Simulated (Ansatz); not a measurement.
Relaxation of the cluster P3 with UKS PBE0-D4/def2-TZVP.

```sh
$ ansatz run in.yaml --threads 4 --pin off --events-out ev --progress --plain --max-ram 3916MiB
```

```yaml
crystal:
  periodic: [false, false, false]
  atoms:
    - {symbol: P, position_ang: [0.358560, 1.114590, 0.345030]}
    - {symbol: P, position_ang: [-1.141400, -0.370590, 0.227080]}
    - {symbol: P, position_ang: [0.782840, -0.744010, -0.572110]}
basis:
  gaussian: {orbitals: def2-TZVP}
magnetization: {spin_polarized: true, initial_magnetization: 1}
hamiltonian: {xc: pbe0, dispersion: d4}
scf: {lower_state_search: "off"}
output: {orbitals: {seedname: orbitals}}
relax: {f_tol: 0.02, max_steps: 100}
```

Run time 12 s (4 threads of Intel Xeon on a shared host).

Positions (Å) and forces (eV/Å) at steps 1, 2, 3, 4, 5 of 5:

```xyz
3
step=1 energy=-27855.8487 eV
P     0.359    1.115    0.345   -0.459   -1.388   -0.426
P    -1.141   -0.371    0.227   -1.039    0.951    0.744
P     0.783   -0.744   -0.572    1.497    0.438   -0.318
3
step=2 energy=-27855.9829 eV
P     0.344    1.071    0.332   -0.072   -0.232   -0.073
P    -1.173   -0.341    0.250   -0.227    0.165    0.145
P     0.829   -0.730   -0.582    0.298    0.067   -0.072
3
step=3 energy=-27855.9886 eV
P     0.341    1.061    0.328    0.015    0.031    0.008
P    -1.182   -0.334    0.256   -0.065   -0.008    0.018
P     0.841   -0.727   -0.584    0.050   -0.023   -0.026
3
step=4 energy=-27855.9888 eV
P     0.341    1.061    0.328    0.003   -0.003   -0.002
P    -1.184   -0.334    0.257   -0.002   -0.001    0.000
P     0.843   -0.727   -0.585   -0.001    0.004    0.002
3
step=5 energy=-27855.9888 eV
P     0.341    1.061    0.328    0.002   -0.001   -0.001
P    -1.184   -0.334    0.257   -0.001   -0.002    0.000
P     0.843   -0.727   -0.585   -0.001    0.002    0.001
```

The structure comes from a short search, and lower isomers may exist.
